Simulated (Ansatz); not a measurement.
# C3H7F: small, medium and large basis sets

An exercise on one series of results from a longer session: the logs are not shown, and one member is left open.

Computed with Ansatz 0.2.0, Gaussian basis. Level: one geometry, several basis sets.

Levels to be run: PBE0-D4/def2-SVP; ωB97M-V/def2-SVP; PBE0-D4/def2-QZVPP; ωB97M-V/def2-QZVPP; the functionals' def2-TZVPP values are taken from earlier runs.

## The relaxed structure

An earlier PBE0-D4 in a triple-zeta def2 set relaxation fixed the geometry.

SMILES `CC(C)F`, 11 atoms, charge 0, spin multiplicity 1.

Atoms are counted from 1 here; the program's logs count them from 0.

Bond lengths: C1–C2 1.508 Å, C1–H5 1.091 Å, C1–H6 1.092 Å, C1–H7 1.093 Å, C2–C3 1.508 Å, C2–F4 1.396 Å, C2–H8 1.096 Å, C3–H9 1.093 Å, C3–H10 1.091 Å, C3–H11 1.092 Å. Angles: C2–C1–H5 110.6°, C2–C1–H6 110.3°, C2–C1–H7 110.4°, H5–C1–H6 108.4°, H5–C1–H7 108.6°, H6–C1–H7 108.5°, C1–C2–C3 113.9°, C1–C2–F4 108.3°, C1–C2–H8 110.1°, C3–C2–F4 108.3°, C3–C2–H8 110.1°, F4–C2–H8 105.9°, C2–C3–H9 110.4°, C2–C3–H10 110.6°, C2–C3–H11 110.3°, H9–C3–H10 108.6°, H9–C3–H11 108.5°, H10–C3–H11 108.4°.

The first run:

The input, in.yaml:

```yaml
crystal:
  periodic: [false, false, false]
  atoms:
    - {symbol: C, position_ang: [-0.234536, 1.045070, -0.702969]}
    - {symbol: C, position_ang: [-0.479631, -0.306611, -0.081322]}
    - {symbol: C, position_ang: [0.626412, -0.766190, 0.834659]}
    - {symbol: F, position_ang: [-0.614095, -1.242424, -1.108364]}
    - {symbol: H, position_ang: [-1.041897, 1.303403, -1.390020]}
    - {symbol: H, position_ang: [-0.180577, 1.814115, 0.071030]}
    - {symbol: H, position_ang: [0.707657, 1.043916, -1.256036]}
    - {symbol: H, position_ang: [-1.436585, -0.307229, 0.453745]}
    - {symbol: H, position_ang: [1.578547, -0.788734, 0.299362]}
    - {symbol: H, position_ang: [0.417324, -1.766677, 1.216649]}
    - {symbol: H, position_ang: [0.722783, -0.085639, 1.683765]}
basis:
  gaussian: {orbitals: def2-SVP}
hamiltonian: {xc: pbe0, dispersion: d4}
output: {orbitals: {seedname: orbitals}}
```

Among the steps run: PBE0-D4 in def2-SVP; ωB97M-V in def2-SVP; PBE0-D4 in def2-QZVPP; ωB97M-V in def2-QZVPP.

One of the session's tables, all rows but one given; the rest of the session is left out.

It belongs to the step «Density functionals: the series». 

| functional | basis | HOMO (eV) | LUMO (eV) |
| --- | --- | --- | --- |
| PBE0-D4 | def2-SVP | -9.02 | 1.88 |
| PBE0-D4 | def2-TZVPP | -9.17 | 1.27 |
| PBE0-D4 | def2-QZVPP | -9.20 | 0.79 |
| ωB97M-V | def2-SVP | -11.41 | 3.51 |
| ωB97M-V | def2-TZVPP | ? | ? |
| ωB97M-V | def2-QZVPP | -11.60 | 1.93 |

Q: Estimate the row for ωB97M-V, def2-TZVPP from the others.

As computed: HOMO (eV): -11.57; LUMO (eV): 2.69. In the column «HOMO (eV)» it lies between ωB97M-V, def2-QZVPP (-11.60) and ωB97M-V, def2-SVP (-11.41).
